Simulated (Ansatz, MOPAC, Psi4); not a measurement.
Enthalpy of formation at 298 K: 9 cases among radicals of organics with nitrogen, in kcal/mol, species as SMILES. Terms: non-relativistic; spin-orbit terms left out; 6-31G* and kin with 6d, 5d where marked; open shells spin-unrestricted; 6-311+G** with 5d; dispersion terms only where a functional's name holds one; frozen cores in correlated levels; LANL2DZ all-electron up to Ne. Basis-set limits of correlation are two-point, X^-3; Hartree-Fock from the larger set. The bracket is a focal-point correction in the basis named. First-principles rows: single points at B3LYP-D3(BJ) geometries (Ansatz, a first-principles code), with unscaled harmonic terms from B3LYP/6-31G* (Ansatz) at its own minima, enthalpies of formation by atomisation with measured atoms. Semi-empirical rows: MOPAC heats of formation at their own minima for 298 K. A UHF reference is markedly spin-contaminated in at least one set, which strains HF and MP2.

Coupled cluster (Ansatz) is a level with limits of its own, used here on species with T1 under 0.025 (0.045 for open shells) and stable references: (a) RI-MP2/CBS(aug-cc-pVTZ,aug-cc-pVQZ)+[CCSD(T)-MP2]/aug-cc-pVTZ; (b) RI-MP2/CBS(cc-pVTZ,cc-pVQZ)+[CCSD(T)-MP2]/cc-pVTZ; (c) CCSD(T)/CBS(cc-pVTZ,cc-pVQZ).

```tsv
species	atoms	coupled cluster	difference of HF/STO-3G (Ansatz)	difference of PM6 (MOPAC)	difference of HF/LANL2DZ (Ansatz)	difference of HF/6-311+G** (Ansatz)	difference of wB97X-D/6-31G* (Psi4)	difference of B3LYP/def2-TZVPD (Ansatz)	difference of wB97X-V/def2-TZVPD (Ansatz)
[NH]C=O	5	18.9 (a)	185.1	-6.8	224.8	165.3	1.1	-5.2	-4.7
[CH2]N (CH4N)	6	36.4 (a)	98.7	-19.7	170.7	145.8	4.3	-4.5	-2.5
C(=O)(N)[CH2]	8	-7.7 (b)	216.8	-9.6	298.1	240.0	1.1	-3.2	-4.8
C[N]C	9	39.6 (b)	83.5	-13.3	246.3	209.8	-3.9	-4.2	-5.0
[CH](C)N	9	29.5 (b)	109.5	-22.6	250.3	216.6	1.5	-3.1	-3.6
[CH2]NC	9	38.1 (b)	106.9	-21.9	250.9	216.8	0.1	-3.7	-4.1
CC[NH]	9	37.8 (b)	86.5	-11.3	245.1	209.6	-1.3	-2.5	-3.8
C1[CH]C(C1)N	13	62.8 (b)	143.0	-31.0	388.6	334.5	-2.3	4.0	-6.0
C[C](CN)C	15	25.2 (c)	131.6	-26.0	409.4	357.7	-3.2	2.1	-5.1
```

| level | cases | mean signed difference | mean absolute difference | median absolute difference | largest absolute difference |
|---|---|---|---|---|---|
| HF/STO-3G (Ansatz) | 9 | 129.07 | 129.07 | 109.50 | 216.8 |
| PM6 (MOPAC) | 9 | -18.02 | 18.02 | 19.70 | 31.0 |
| HF/LANL2DZ (Ansatz) | 9 | 276.02 | 276.02 | 250.30 | 409.4 |
| HF/6-311+G** (Ansatz) | 9 | 232.90 | 232.90 | 216.60 | 357.7 |
| wB97X-D/6-31G* (Psi4) | 9 | -0.29 | 2.09 | 1.50 | 4.3 |
| B3LYP/def2-TZVPD (Ansatz) | 9 | -2.26 | 3.61 | 3.70 | 5.2 |
| wB97X-V/def2-TZVPD (Ansatz) | 9 | -4.40 | 4.40 | 4.70 | 6.0 |

HF/STO-3G lies above in 9 of 9 cases and within 2 kcal/mol in 0; mean signed difference 129.07 kcal/mol, mean absolute 129.07 kcal/mol (126.71 over the 7 cases of up to 9 atoms, 137.30 over the larger). These figures hold for the species listed.

How the rows were picked: cases drawn at random among the computed members of the class with clean coupled-cluster diagnostics. The batch they came from held 27 cases of this property in the class: 1 with a tabulated value, 15 with clean coupled cluster alone, 11 with neither, which enter no statistics. The levels are drawn from those run on every case listed, the commonest habits more often. No case is left out for the size of its miss. Left out are saddle points of the reference geometry, anions that the best level run finds unbound, excited spin states, species near biochemistry, 298 K rows of species without real B3LYP wavenumbers, cases with under five habitual levels, runs that failed or that the program found above a lower state of the same kind, table entries that another table contradicts, and a share of species set aside by lot.
